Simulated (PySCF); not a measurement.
NH₂ (doublet state).
Geometry (GFN2-xTB, Å), atoms numbered from 1 in this order:
```
atom  x, y, z in Å
N1     0.0043    0.3877   -0.0026
H2    -0.8263   -0.1941   -0.0112
H3     0.8334   -0.1961    0.0013
```

The species is `[NH2]` [radical].

Computed with PySCF, UKS B3LYP, pcH-1 on H N, non-relativistic, mean-field spin-orbit, GIAO. Geometry: GFN2-xTB; no solvent, vibrations or thermal averaging. A GFN2-xTB geometry isn't a minimum of the functional, and hyperfine couplings can be far from their values at a DFT geometry.

(1) What is the g tensor, term by term?

(2) At 9.78 GHz, how far is the centre of the isotropic spectrum from where a free electron (g = 2.002319) resonates?

(3) What effective moment and Curie constant follow for a powder?

(4) In a frozen sample, at which fields do the three g values resonate at 9.5, 34, 94 and 263 GHz (hyperfine left aside), and which band first spreads them over more than twice a line width of 0.3 mT?

## Answers

(1) 
```
                    Δg (ppt)      1      2      3
relativistic mass correction  -0.20  -0.20  -0.20
            gauge correction   0.00   0.05   0.04
   orbital Zeeman/spin–orbit   0.00   1.48   6.30
                       total  -0.21   1.32   6.14
```

So g = 2.00211, 2.00364, 2.00846 and g_iso = 2.00474; the tensor is rhombic: the two nearest values differ by 24 % of g3 − g1. Axes: g1 is normal to the molecular plane.

(2) B = hν/(g μB) with μB/h = 13.99624 MHz/mT gives 348.97 mT for the free electron and 348.55 mT at g_iso, 0.42 mT lower.

(3) With the mean of g² = 4.0190 and S(S+1) = 0.75: μ_eff = √(⟨g²⟩S(S+1)) = 1.736 μB and χT = 0.12505·⟨g²⟩·S(S+1) = 0.377 cm³ K/mol (cgs; spin-Hamiltonian part alone).

(4) 
```tsv
band	GHz	B(g3) mT	B(g2) mT	B(g1) mT	spread mT
X	9.5	337.95	338.76	339.02	1.07
Q	34.0	1209.50	1212.41	1213.33	3.83
W	94.0	3343.91	3351.94	3354.50	10.60
J	263.0	9355.82	9378.31	9385.47	29.64
```

The spread grows in proportion to the frequency. X band is the first where it exceeds 0.6 mT.

The largest Mulliken spin population is on N1 (+1.07).

The HOMO–LUMO gaps are 9.69 eV among the α and 4.92 eV among the β orbitals.

Time: 1.0 s wall. Hardware: Arm Neoverse V2, one thread, no GPU (shared host).
